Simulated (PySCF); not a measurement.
Fill in the blanks.

Compound: CH6B2.
SMILES: `BCB`

```csv
property,level,value
point group,PBE0-D3(BJ)/def2-SVP,?
"rotational constants A, B, C",PBE0-D3(BJ)/def2-SVP,"29.754, 9.643, 8.440 GHz"
dipole moment,CAM-B3LYP/def2-SVPD,?
HOMO energy,CAM-B3LYP/def2-SVPD,-10.48 eV
LUMO energy,CAM-B3LYP/def2-SVPD,-0.81 eV
lowest singlet excitation,TDDFT CAM-B3LYP/def2-SVPD,"5.62 eV (221 nm, f = 0.004)"
strongest line among the 10 lowest singlet transitions,TDDFT CAM-B3LYP/def2-SVPD,"S8 at 8.64 eV (143 nm, f = 0.214)"
lowest triplet excitation (Tamm–Dancoff),TDA CAM-B3LYP/def2-SVPD,4.98 eV
static isotropic polarisability,CAM-B3LYP/def2-SVPD,?
vertical ionisation energy,ΔSCF CAM-B3LYP/def2-SVPD,11.58 eV
electronic spatial extent ⟨r²⟩ about the centre of nuclear charge,CAM-B3LYP/def2-SVPD,201 bohr²
13C chemical shifts (computed TMS as zero) by class,GIAO PBE0/pcSseg-1,63.5 (1 C) ppm
1H chemical shifts (computed TMS as zero) by class,GIAO PBE0/pcSseg-1,?
"isotropic shieldings of nuclei other than C and H, by class",GIAO PBE0/pcSseg-1,?
largest of the computed one-bond spin–spin couplings (means over like bonds),B3LYP/pcJ-1,"11B–1H +139.6 (×4), 13C–1H +128.9 (×2), 13C–11B +38.6 (×2) Hz"
core binding energies,"ΔSCF SCAN, pcX-2 on the ionised atom, pcseg-1 elsewhere, spin-free X2C","B1s 196.4 (×2), C1s 290.3 eV"
```

The electronic properties come from PySCF, for the isolated species, density fitting. The structure is a single PBE0-D3(BJ)/def2-SVP conformer in the gas phase; no vibrational or solvent corrections. NMR classes are plain means over equivalent atoms (diastereotopic ones count apart unless rotation or inversion swaps them), as if these changed places fast; in this geometry the members of some classes differ.

Q: What is the point group?

A: Cs.

Q: The dipole moment?

A: 0.79 D.

Q: Give the 1H chemical shifts (computed TMS as zero) by class.

A: 7.79 (4 H), 3.94 (2 H) ppm.

Q: The static isotropic polarisability?

A: 42.8 au.

Q: The isotropic shieldings of nuclei other than C and H, by class?

A: 16 (2 B) ppm.

The principal polarisabilities are 37.1, 42.3 and 49.2 au; their mean is the isotropic value. The polarisability is 6.35 Å³ as a volume (1 au = 0.148185 Å³), or 1.95 au for each of the 22 electrons. The rotational constants make it an asymmetric top with κ = (2B − A − C)/(A − C) = -0.89, nearer the prolate limit (−1).

For the core-ionisation job (SCAN ΔSCF), the run took 5.6 s wall on an x86-64 server with one thread, on a shared host.
